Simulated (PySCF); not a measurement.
**How methods differ on the ionisation energy of Ne**

Ne [Ne] (1S) → Ne⁺ [He] 2s2 2p5 (2P), as a difference of total energies. Computed with PySCF 2.14 in aug-cc-pVQZ-DK (6s5p4d3f2g, 80 functions), with scalar relativity by spin-free X2C-1e. Correlated levels: valence: 1s2 frozen. The calculations carry no spin-orbit coupling.

```
           method  ionisation energy (eV)  error (eV)
              UHF                  19.642      -1.955
    MP2 (valence)                  21.718      +0.121
SCS-MP2 (valence)                  21.581      -0.016
   CCSD (valence)                  21.440      -0.157
CCSD(T) (valence)                  21.515      -0.082
```

Reference: 21.597 eV (measured; NIST levels, between the centres of gravity of the two terms).

Errors of the correlated levels include the incompleteness of this basis and the frozen core.
